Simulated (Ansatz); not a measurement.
**Mg (model structure, started from the beta-W type, Pm-3n, No. 223, 8 atoms in the cell): lattice parameter a by level of theory**

No measured value is used here.

```csv
level (code),value (Å)
PBE (Ansatz),[?]
PBEsol (Ansatz),5.689
PBE-D3(BJ) (Ansatz),5.621
```

Question: What belongs in the gaps?

Answer: 
- PBE (Ansatz, an electronic-structure program), value (Å): 5.727

Ansatz's density-functional and Hartree–Fock values are scalar-relativistic unless marked +SOC, with PAW data made under PBE.

A model structure was made by putting elements into a prototype or built by hand; it is no filed structure, need not be a known phase, and can be a saddle point held by its symmetry.
